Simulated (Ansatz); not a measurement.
**The standard entropy of PF3 (SMILES FP(F)F) from a frequency calculation**

A singlet with charge 0, relaxed at r2SCAN/def2-TZVP (Ansatz 0.2.0):

```xyz
4

F     0.8369   -0.6653    0.8765
P    -0.2991    0.3163    0.3944
F    -1.0645   -0.6986   -0.5387
F     0.5267    1.0478   -0.7323
```

Harmonic wavenumbers in cm⁻¹: 338, 338, 476, 848, 849, 880.

Masses in u: F 18.998, P 30.974. Take T = 298.15 K, p = 1 bar, R = 8.3145 J/(mol K), kT/hc = 207.22 cm⁻¹, rigid rotor and harmonic oscillator.

Work out S° at 298 K.


1. Translation (Sackur–Tetrode): S = R[3/2 ln M + 5/2 ln T − 1.1517] with M = 87.968 gives 164.7 J/(mol K).
2. Rotation: principal moments 65.686, 65.688, 106.754 u Å² give A, B, C = 0.2566, 0.2566, 0.1579 cm⁻¹; the symmetry number is σ = 3; q = (√π/σ)√((kT/hc)³/ABC) = 17284; S = R(ln q + 3/2) = 93.6.
3. Vibration: with u = ν̃/207.22, each mode gives R[u/(eᵘ − 1) − ln(1 − e⁻ᵘ)]; the sum is 15.3, most from 338 cm⁻¹ (5.1), 338 cm⁻¹ (5.1), 476 cm⁻¹ (3.0).
4. Electronic: R ln 1 = 0.0, from the spin multiplicity alone.
5. Sum: 164.7 + 93.6 + 15.3 + 0.0 = 273.6 J/(mol K).

No measured value is set beside it here.
